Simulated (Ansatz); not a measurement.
Frontier orbitals of C3H8N2, SMILES `NC1(N)CC1`.

The species carries charge 0 and has multiplicity 1. All single points use the PBE0-D4/def2-TZVP geometry. It is one conformer, not always the lowest. Basis def2-TZVPP, the Gaussian-basis code of Ansatz.

```
             functional  HOMO (eV)  LUMO (eV)  gap (eV)
                    PBE      -5.15       0.21      5.36
                   BLYP      -5.06       0.17      5.23
                   PBE0      -6.57       1.02      7.59
                  B3LYP      -6.36       0.66      7.02
                r2SCANh      -5.96       1.20      7.16
HSE06 (plane-wave form)      -6.17       0.66      6.83
                  BHLYP      -7.91       1.60      9.51
                LC-ωPBE      -9.37       3.08     12.45
                ωB97M-V      -8.94       2.40     11.34
                     HF      -9.94       3.55     13.49
```

From PBE to PBE0 the HOMO moves by −1.42 eV and the LUMO by +0.82 eV, and with ωB97M-V by −3.78 and +2.19 eV, so the gap grows from 5.36 to 11.33 eV with exact exchange. A positive LUMO is unbound and depends on the basis.

B3LYP here is the variant with VWN-RPA as its local correlation; programs differ in this. LC-ωPBE has ω = 0.4 bohr⁻¹.
